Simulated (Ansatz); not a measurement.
Reaction (isomerisation): `C=C1OCC1=O` → `OC=C=C1CO1`

Program: Ansatz. Geometries: PBE0-D4/def2-TZVP. ΔE: electronic, gas phase. CCSD(T)/CBS is the MP2 limit (def2-TZVPP, def2-QZVPP) plus CCSD(T) − MP2 in def2-TZVPP, frozen cores. Functionals use def2-TZVPP. B3LYP here is the variant with VWN-RPA as its local correlation; programs differ in this. Each species was taken in one conformer, which may not be the lowest.

`C=C1OCC1=O`:

```xyz
10

C    -0.363   -1.681   -0.753
C    -0.179   -0.463   -0.273
O    -0.863    0.705   -0.533
C    -0.042    1.492    0.364
C     0.745    0.220    0.681
O     1.666   -0.077    1.372
H    -1.145   -1.906   -1.467
H     0.292   -2.473   -0.417
H     0.511    2.272   -0.164
H    -0.621    1.911    1.190
```

`OC=C=C1CO1`:

Cartesian coordinates in Å:
```
O -2.516 -0.294 1.225
C -1.193 -0.086 1.424
C -0.253 -0.136 0.517
C 0.702 -0.135 -0.345
C 1.593 0.419 -1.324
O 1.599 -0.981 -0.914
H -2.656 -0.496 0.293
H -0.987 0.134 2.468
H 1.247 0.590 -2.339
H 2.463 0.986 -1.005
```

| species | B3LYP energy (Eh) |
| --- | --- |
| `C=C1OCC1=O` | -305.33741 |
| `OC=C=C1CO1` | -305.27904 |

**Question.** Work out ΔE.

**Answer.** ΔE = (-305.27904) − (-305.33741) = 0.05837 Eh = +153.3 kJ/mol. CCSD(T)/CBS gives +163.0 kJ/mol.

Largest T1 diagnostic among the species: 0.015.

The D4 term adds +4.3 kJ/mol with B3LYP and +2.2 kJ/mol with PBE0; it sums over pairs of atoms, weighted by their polarisabilities, and B3LYP, whose exchange is more repulsive, gets the larger term. In def2-TZVPP, CCSD(T) changes the Hartree–Fock value by −19.6 kJ/mol (the triples alone add −2.5 kJ/mol) and MP2 by −24.6 kJ/mol.
